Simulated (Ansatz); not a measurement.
Basis-set extrapolation for C2H6B (`[BH]CC`) radical (PBE0-D4/def2-TZVP geometry, frozen core, the Gaussian-basis code of Ansatz). Multiplicity 2, UHF reference.

```json
{"": "HF", "def2-TZVPP": "-103.875073", "def2-QZVPP": "-103.880109"}
{"": "MP2 correlation", "def2-TZVPP": "-0.429680", "def2-QZVPP": "-0.456886"}
{"": "CCSD(T) correlation", "def2-TZVPP": "-0.486252", "def2-QZVPP": "not run"}
```

Energies in hartree. Use E(X) = E(∞) + A·exp(−7.88·√X) for Hartree–Fock and E(X) = E(∞) + B·X^(−2.97) for correlation, with X = 3 and 4, and add CCSD(T) minus MP2 of the smaller set to the MP2 limit.

Problem. What is the CCSD(T) energy at the basis-set limit?

Solution. HF limit: -103.880109 + (-0.005036) × 0.13774 = -103.88080. MP2 limit: -0.456886 + (-0.027206) × 0.74074 = -0.47704. Higher-order term: -0.486252 − (-0.429680) = -0.05657. Total: -104.41441 hartree, 139.4 kJ/mol below CCSD(T)/def2-TZVPP.
